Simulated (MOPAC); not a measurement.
MOPAC input (AM1):

```
AM1 PRECISE GNORM=0.05 LET XYZ GEO-OK AUX(PRECISION=9) THREADS=1
C2H6

C     0.00197600 1   -0.00690500 1    0.76306900 1
C    -0.00197600 1    0.00690500 1   -0.76306900 1
H     0.00893200 1    1.00657800 1    1.16924400 1
H    -0.88080600 1   -0.51392200 1    1.15779000 1
H     0.88088700 1   -0.52414700 1    1.15313500 1
H    -0.00893200 1   -1.00657800 1   -1.16924400 1
H    -0.88088700 1    0.52414700 1   -1.15313500 1
H     0.88080600 1    0.51392200 1   -1.15779000 1
```

Output:

```
 *******************************************************************************
 **                                                                           **
 **                              MOPAC v23.2.5                                **
 **                                                                           **
 *******************************************************************************
 ** MOPAC's Digital Object Identifier: https://doi.org/10.5281/zenodo.6511958 **
 **                                                                           **
 ** Please cite the open-source release paper for use of this MOPAC version:  **
 ** J. E. Moussa and J. J. P. Stewart (2026)                                  **
 ** MOPAC: An open-source semiempirical molecular orbital program             **
 ** J. Open Source Softw., 11(119), 8025, https://doi.org/10.21105/joss.08025 **
 *******************************************************************************

                              AM1 CALCULATION RESULTS

 *******************************************************************************
 *  AM1        - The AM1 Hamiltonian to be used
 *  GEO-OK     - OVERRIDE INTERATOMIC DISTANCE AND OTHER SAFETY CHECKS
 *  LET        - OVERRIDE SOME SAFETY CHECKS
 *  PRECISE    - TIGHTER CRITERIA TO BE USED
 *  XYZ        - CARTESIAN COORDINATE SYSTEM TO BE USED
 *  GNORM      - EXIT WHEN GRADIENT NORM DROPS BELOW 0.050
 *  AUX        - OUTPUT AUXILIARY INFORMATION
 *******************************************************************************
AM1 PRECISE GNORM=0.05 LET XYZ GEO-OK AUX(PRECISION=9) THREADS=1
 C2H6

   ATOM   CHEMICAL          X               Y               Z
  NUMBER   SYMBOL      (ANGSTROMS)     (ANGSTROMS)     (ANGSTROMS)

     1       C          0.00197600  *  -0.00690500  *   0.76306900  *
     2       C         -0.00197600  *   0.00690500  *  -0.76306900  *
     3       H          0.00893200  *   1.00657800  *   1.16924400  *
     4       H         -0.88080600  *  -0.51392200  *   1.15779000  *
     5       H          0.88088700  *  -0.52414700  *   1.15313500  *
     6       H         -0.00893200  *  -1.00657800  *  -1.16924400  *
     7       H         -0.88088700  *   0.52414700  *  -1.15313500  *
     8       H          0.88080600  *   0.51392200  *  -1.15779000  *

          CARTESIAN COORDINATES

    NO.       ATOM           X           Y           Z

     1         C          0.0020     -0.0069      0.7631
     2         C         -0.0020      0.0069     -0.7631
     3         H          0.0089      1.0066      1.1692
     4         H         -0.8808     -0.5139      1.1578
     5         H          0.8809     -0.5241      1.1531
     6         H         -0.0089     -1.0066     -1.1692
     7         H         -0.8809      0.5241     -1.1531
     8         H          0.8808      0.5139     -1.1578

  H: (AM1): M.J.S. DEWAR ET AL, J. AM. CHEM. SOC. 107 3902-3909 (1985)
  C: (AM1): M.J.S. DEWAR ET AL, J. AM. CHEM. SOC. 107 3902-3909 (1985)

           Empirical Formula: C2 H6  =     8 atoms

      MOLECULAR POINT GROUP   :   D3d

      RHF CALCULATION, NO. OF DOUBLY OCCUPIED LEVELS = 7

          Geometry optimization using EF

          DIAGONAL MATRIX USED AS START HESSIAN

 CYCLE:     1  GRAD.:    71.313 HEAT: -15.43235
 CYCLE:     2  GRAD.:   363.873 HEAT:  5.906468
 CYCLE:     3  GRAD.:   102.973 HEAT: -9.498718
 CYCLE:     4  GRAD.:    91.209 HEAT: -14.73721
 CYCLE:     5  GRAD.:    13.549 HEAT: -17.37065
 CYCLE:     6  GRAD.:     0.860 HEAT: -17.43992
 CYCLE:     7  GRAD.:     0.412 HEAT: -17.44034
 CYCLE:     8  GRAD.:     2.077 HEAT: -17.43909
 CYCLE:     9  GRAD.:     0.009 HEAT: -17.44039

     GRADIENT =  0.00931 IS LESS THAN CUTOFF =  0.05000

 -------------------------------------------------------------------------------
 AM1 PRECISE GNORM=0.05 LET XYZ GEO-OK AUX(PRECISION=9) THREADS=1
 C2H6

     GEOMETRY OPTIMISED USING EIGENVECTOR FOLLOWING (EF).
     SCF FIELD WAS ACHIEVED

                              AM1 CALCULATION
                                                       MOPAC v23.2.5 Linux

          FINAL HEAT OF FORMATION =        -17.44039 KCAL/MOL =     -72.97059 KJ/MOL

          COSMO AREA              =         75.81 SQUARE ANGSTROMS
          COSMO VOLUME            =         57.41 CUBIC ANGSTROMS

          GRADIENT NORM           =          0.00931          =       0.00329 PER ATOM
          IONIZATION POTENTIAL    =         11.765972 EV
          HOMO LUMO ENERGIES (EV) =        -11.766  4.117
          NO. OF FILLED LEVELS    =          7
          MOLECULAR WEIGHT        =         30.0694         POINT GROUP:  D3d

          MOLECULAR DIMENSIONS (Angstroms)

            Atom       Atom       Distance
            H     6    H     3     3.10069
            H     8    H     4     2.93903
            H     7    H     5     2.85191

          SCF CALCULATIONS        =         10

   ATOM   CHEMICAL          X               Y               Z
  NUMBER   SYMBOL      (ANGSTROMS)     (ANGSTROMS)     (ANGSTROMS)

     1       C          0.00194167  *  -0.00678732  *   0.75011061  *
     2       C         -0.00194167  *   0.00678732  *  -0.75011061  *
     3       H          0.00905597  *   1.03443931  *   1.15473677  *
     4       H         -0.90493675  *  -0.52751300  *   1.14296958  *
     5       H          0.90478078  *  -0.53801667  *   1.13818734  *
     6       H         -0.00905597  *  -1.03443931  *  -1.15473677  *
     7       H         -0.90478078  *   0.53801668  *  -1.13818734  *
     8       H          0.90493675  *   0.52751300  *  -1.14296958  *

                             CARTESIAN COORDINATES

   1    C        0.001941671    -0.006787317     0.750110613
   2    C       -0.001941670     0.006787318    -0.750110611
   3    H        0.009055970     1.034439309     1.154736770
   4    H       -0.904936751    -0.527512997     1.142969581
   5    H        0.904780779    -0.538016675     1.138187341
   6    H       -0.009055970    -1.034439313    -1.154736772
   7    H       -0.904780781     0.538016676    -1.138187343
   8    H        0.904936752     0.527512997    -1.142969582

           Empirical Formula: C2 H6  =     8 atoms

      MOLECULAR POINT GROUP   :   D3d

                  EIGENVALUES
 -33.21098 -23.59377 -14.88337 -14.88336 -13.15182 -11.76599 -11.76597   4.11741
   4.11742   4.66795   4.94368   5.03878   5.03880   5.24636

              NET ATOMIC CHARGES AND DIPOLE CONTRIBUTIONS

  ATOM NO.   TYPE          CHARGE      No. of ELECS.   s-Pop       p-Pop
    1          C          -0.211797        4.2118     1.22162     2.99017
    2          C          -0.211797        4.2118     1.22162     2.99017
    3          H           0.070599        0.9294     0.92940
    4          H           0.070599        0.9294     0.92940
    5          H           0.070599        0.9294     0.92940
    6          H           0.070599        0.9294     0.92940
    7          H           0.070599        0.9294     0.92940
    8          H           0.070599        0.9294     0.92940
 DIPOLE           X         Y         Z       TOTAL
 POINT-CHG.    -0.000    -0.000     0.000     0.000
 HYBRID         0.000     0.000    -0.000     0.000
 SUM           -0.000    -0.000    -0.000     0.000

          ATOMIC ORBITAL ELECTRON POPULATIONS

     Atom    s        px        py        pz
    1  C   1.22162   1.01532   1.01532   0.95953
    2  C   1.22162   1.01532   1.01532   0.95953
    3  H   0.92940
    4  H   0.92940
    5  H   0.92940
    6  H   0.92940
    7  H   0.92940
    8  H   0.92940

 **********************
 *                    *
 * JOB ENDED NORMALLY *
 *                    *
 **********************

 == MOPAC DONE ==
```

The geometry given is a B3LYP-D3(BJ)/def2-TZVP minimum.
